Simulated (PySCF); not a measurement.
Stepwise substitution at one centre (B H-F). Gas-phase values, no solvent. Strings in code marks are SMILES.

Level of theory: ωB97X-D3(BJ)/def2-TZVP // B3LYP-D3(BJ)/def2-TZVP in PySCF. Delta-SCF ions had no search for a lower state. Excitations are Tamm–Dancoff values on a coarser integration grid. The basis has no diffuse functions, so Rydberg states are missing or too high.

| species | S1 excitation (TDA) (eV) | T1 excitation (TDA) (eV) | vertical ionisation energy (Delta-SCF) (eV) | S1 oscillator strength |
|---|---|---|---|---|
| 0 of 3 H replaced by F (`B`) | – | – | 13.32 | – |
| 1 of 3 H replaced by F | 6.22 | 5.66 | 12.67 | 0.000 |
| 2 of 3 H replaced by F (`FBF`) | 8.87 | 7.96 | 14.30 | 0.059 |
| 3 of 3 H replaced by F (`FB(F)F`) | 10.96 | 10.74 | 15.61 | 0.000 |
